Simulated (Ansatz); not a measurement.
Reaction (hydrogenolysis of a C–C bond): `CC(O)(F)CF` + H₂ → `OC(F)CF` + CH₄

Calculated with Ansatz (gas phase, PBE0-D4/def2-TZVP geometries, no zero-point term in ΔE). CCSD(T)/CBS is the MP2 limit (def2-TZVPP, def2-QZVPP) plus CCSD(T) − MP2 in def2-TZVPP, frozen cores. This one scheme is used for every species. Functionals use def2-TZVPP. Each species was taken in one conformer, which may not be the lowest.

`CC(O)(F)CF`:

Cartesian coordinates in Å:
```
C -0.123 0.007 1.412
C 0.096 0.411 -0.021
O -0.922 1.241 -0.421
F 1.302 1.110 -0.095
C 0.235 -0.782 -0.951
F 0.216 -0.340 -2.261
H 0.690 -0.633 1.755
H -1.072 -0.519 1.517
H -0.148 0.907 2.026
H -0.847 1.362 -1.376
H 1.179 -1.299 -0.774
H -0.608 -1.464 -0.812
```

H₂:

Z-matrix (Å, degrees):
```
H
H 1 0.746
```

`OC(F)CF`:

```xyz
9

O    -0.908   -1.274    0.158
C     0.134   -0.463    0.510
F    -0.123    0.147    1.726
C     0.402    0.618   -0.513
F    -0.793    1.227   -0.846
H    -1.629   -0.713   -0.155
H     1.018   -1.092    0.647
H     0.823    0.175   -1.419
H     1.078    1.374   -0.109
```

CH₄:

Cartesian coordinates in Å:
```
C 0.000 0.000 0.000
H 0.205 -1.067 -0.086
H -0.955 0.226 -0.473
H 0.792 0.563 -0.493
H -0.041 0.278 1.053
```

```
             level  ΔE (kJ/mol)  difference from CCSD(T)/CBS
        r2SCAN0-D4        -43.0                         -2.7
      CAM-B3LYP-D4        -46.1                         -5.8
           ωB97M-V        -41.5                         -1.2
          PBE-QIDH        -44.9                         -4.6
               PBE        -49.1                         -8.8
              BLYP        -57.5                        -17.2
              PBE0        -49.9                         -9.6
     HF/def2-TZVPP        -63.0                        -22.7
SCS-MP2/def2-TZVPP        -44.0                         -3.7
     HF/def2-QZVPP        -62.9                        -22.6
       CCSD(T)/CBS        -40.3                            0
```

Largest T1 diagnostic among the species: 0.011.

Leaving LDA and LC-ωPBE aside and taking each functional with its dispersion term where it has one, the values, not all of them listed here, spread over 10.7 kJ/mol, from B2PLYP to revPBE-D4. LDA lies +15.4 kJ/mol from PBE without D4. In def2-TZVPP, CCSD(T) changes the Hartree–Fock value by +20.7 kJ/mol (the triples alone add +4.2 kJ/mol) and MP2 by +23.7 kJ/mol.
